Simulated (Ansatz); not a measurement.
We consider solid bromine, described by r²SCAN in Ansatz (PAW).

Settings: plane-wave cutoff 560 eV, 10×10×4 k mesh (along the axes of the cell as run), Fermi–Dirac smearing 0.01 eV, scalar-relativistic PAW data made under PBE.

Computed points:

| V (Å³/atom) | E − E_lowest (meV/atom) | P (GPa) |
|---|---|---|
| 31.747 | 1.55 | 0.396 |
| 32.408 | 0.37 | 0.183 |
| 33.069 | 0.00 | -0.002 |
| 33.731 | 0.29 | -0.143 |
| 34.392 | 1.12 | -0.261 |

### Question
Estimate the bulk modulus from the pressures at 32.408 and 33.731 Å³/atom, and compare it with a fit to all energies.

### Answer
B = −V dP/dV. Between V = 32.408 and 33.731 Å³/atom, dP/dV = (-0.143 − (0.183))/(33.731 − 32.408) = -0.246 GPa per Å³/atom; at the midpoint 33.070 Å³/atom this gives B ≈ 8.15 GPa. The third-order Birch–Murnaghan fit gives V0 = 33.086 Å³/atom, B0 = 7.97 GPa, B′ = 9.2, which lies 2 % below that estimate.

Shape and atoms are relaxed at each volume.

Note: the cell comes from a level without a dispersion term, which matters for the spacing of layers, chains or molecules; the bulk modulus comes from volumes at which shape and atoms were relaxed.

Static lattice: no zero-point or thermal effects.

Ansatz is a program for electronic structure.
